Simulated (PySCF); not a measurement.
Compound: C4H6NO (charge -1).
Atom-mapped SMILES: `[CH3:1][C@@H:2]([O-:3])[CH2:4][C:5]#[N:6]` (hydrogens: H7, H8, H9 on C1; H10 on C2; H11, H12 on C4)

Structure used (PBE0-D3(BJ)/def2-SVP), in Å, numbered top down from 1:
```xyz
12
C4H6NO angstrom
C     -1.344    0.552   -0.253
C     -0.711   -0.769    0.258
O     -1.225   -1.850   -0.224
C      0.878   -0.704   -0.100
C      1.651    0.388    0.446
N      2.195    1.298    0.928
H     -1.275    0.577   -1.356
H     -2.417    0.540    0.004
H     -0.884    1.467    0.164
H     -0.692   -0.656    1.404
H      0.936   -0.704   -1.202
H      1.276   -1.667    0.254
```

The calculation used PBE0-D3(BJ)/def2-SVP geometry optimisation, gas phase (PySCF).

Take the most abundant isotopes and a rigid rotor. The values belong to one conformer with, in the numbering `[CH3:1][C@@H:2]([O-:3])[CH2:4][C:5]#[N:6]`, C1–C2–C4–C5 59°.

(1) Give the principal moments of inertia and the rotational constants in MHz.

(2) What kind of rotor is it?

(3) What does the inertial defect say?

(4) Give the other two planar moments, Paa and Pbb, and the rms extents of the mass along the axes.

(5) Where do the levels up to J = 4 lie, in MHz?

(6) Which types of transition are allowed, and where do some lines up to J = 4 fall?

(7) Estimate the classical rotational partition function at 200 K, 298.15 K and 500 K.

Answers

(1) Ia = 64.77, Ib = 234.82, Ic = 280.41 u·Å²; 505379 MHz·u·Å²/I gives A = 7803, B = 2152, C = 1802 MHz.

(2) An asymmetric top: κ = (2 × 2152 − 7803 − 1802)/(7803 − 1802) = -0.88.

(3) Not planar: Δ = Ic − Ia − Ib = -19.18 u·Å². For a rigid frame Δ = −2 Σ m c², so Σ m c² = 9.59 u·Å² lies off the ab plane: 5.82 from hydrogen and 3.77 from heavier atoms. The atom farthest from that plane is 1.43 Å away.

(4) Paa = Σ m a² = (Ib + Ic − Ia)/2 = 225.23 and Pbb = Σ m b² = (Ia + Ic − Ib)/2 = 55.18 u·Å². With the mass M = 84.04 u, the rms extents √(P/M) along a, b and c are 1.64, 0.81, 0.34 Å.

(5) Above 0(0,0):
J = 1: 1(0,1) 3955, 1(1,1) 9605, 1(1,0) 9955
J = 2: 2(0,2) 11848, 2(1,2) 17164, 2(1,1) 18214, 2(2,1) 35166, 2(2,0) 35182
J = 3: 3(0,3) 23649, 3(1,3) 28493, 3(1,2) 30592, 3(2,2) 47030, 3(2,1) 47108, 3(3,1) 76168, 3(3,0) 76169
J = 4: 4(0,4) 39311, 4(1,4) 43582, 4(1,3) 47077, 4(2,3) 62836, 4(2,2) 63070, 4(3,2) 92016, 4(3,1) 92020, 4(4,1) 132769, 4(4,0) 132769
The levels of one J sum to (2J + 1)J(J + 1)(A + B + C)/3.

(6) The dipole components (about the centre of mass, as the species is charged) are |μa| = 1.83 D, |μb| = 0.33 D, |μc| = 1.00 D. Intensities carry the squares of the components, which stand as 1.00 : 0.03 : 0.30 (a : b : c). Some lines, for components of 0.1 D or more:

| type | branch | J(Ka,Kc) | MHz | lower level (cm⁻¹) |
| --- | --- | --- | --- | --- |
| a | Q | 1(1,0) ← 1(1,1) | 350 | 0.320 |
| a | Q | 2(1,1) ← 2(1,2) | 1050 | 0.573 |
| a | Q | 4(1,3) ← 4(1,4) | 3496 | 1.454 |
| a | R | 2(1,2) ← 1(1,1) | 7559 | 0.320 |
| a | R | 2(0,2) ← 1(0,1) | 7893 | 0.132 |
| c | R | 1(1,0) ← 0(0,0) | 9955 | 0.000 |
| a | R | 3(1,2) ← 2(1,1) | 12378 | 0.608 |
| b | R | 2(1,2) ← 1(0,1) | 13210 | 0.132 |
| c | Q | 4(2,3) ← 4(1,3) | 15758 | 1.570 |
| a | R | 4(2,3) ← 3(2,2) | 15806 | 1.569 |
| a | R | 4(3,2) ← 3(3,1) | 15848 | 2.541 |
| a | R | 4(2,2) ← 3(2,1) | 15961 | 1.571 |
| b | Q | 2(2,0) ← 2(1,1) | 16968 | 0.608 |
| b | Q | 3(2,2) ← 3(1,3) | 18536 | 0.950 |
| c | Q | 3(3,1) ← 3(2,1) | 29060 | 1.571 |
| b | Q | 3(3,0) ← 3(2,1) | 29060 | 1.571 |
| c | R | 3(2,2) ← 2(1,2) | 29866 | 0.573 |
| b | R | 4(2,2) ← 3(1,3) | 34576 | 0.950 |
| b | Q | 4(4,0) ← 4(3,1) | 40749 | 3.069 |
| c | R | 4(4,0) ← 3(3,0) | 56600 | 2.541 |
| c | R | 4(4,1) ← 3(3,1) | 56601 | 2.541 |
| b | R | 4(4,0) ← 3(3,1) | 56601 | 2.541 |

(7) Point group C1, symmetry number σ = 1; q = (√π/σ)·√((kT/h)³/(ABC)), k/h = 20836.6 MHz/K: 86700 at 200 K, 158000 at 298.15 K, 343000 at 500 K.

No frequency check. Zero-point vibration and centrifugal distortion are left out. A rigid rotor knows nothing of internal rotation, which can split or shift real lines. Quadrupole hyperfine structure (14N) is left out.
